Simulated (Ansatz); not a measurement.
Basis-set extrapolation for C₂H₂ClFS, SMILES `FC(Cl)C=S` (PBE0-D4/def2-TZVP geometry, frozen core, Ansatz 0.2.0). Multiplicity 1, RHF reference.

```tsv
	def2-TZVPP	def2-QZVPP
HF	-1033.427587	-1033.459029
MP2 correlation	-0.927920	-1.007633
CCSD(T) correlation	-1.009784	not run
```

Energies in hartree. Use E(X) = E(∞) + A·exp(−7.88·√X) for Hartree–Fock and E(X) = E(∞) + B·X^(−2.97) for correlation, with X = 3 and 4, and add CCSD(T) minus MP2 of the smaller set to the MP2 limit.

Task: What is the CCSD(T) energy at the basis-set limit?

Result: HF limit: -1033.459029 + (-0.031442) × 0.13774 = -1033.46336. MP2 limit: -1.007633 + (-0.079713) × 0.74074 = -1.06668. Higher-order term: -1.009784 − (-0.927920) = -0.08186. Total: -1034.61190 hartree, 4.75 eV below CCSD(T)/def2-TZVPP.
